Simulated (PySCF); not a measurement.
HS, SMILES [SH], multiplicity 2.

The structure is a stationary point at B3LYP-D3(BJ)/def2-TZVPD.

Calculation: B3LYP-D3(BJ)/def2-TZVPD run with PySCF.

Frequencies are harmonic and unscaled.

Computed harmonic wavenumbers and intensities:
| mode | ν (cm⁻¹) | IR (km/mol) | moving atoms (share of kinetic energy) |
|---|---|---|---|
| 1 | 2663 | 0.4 | H 97 % |
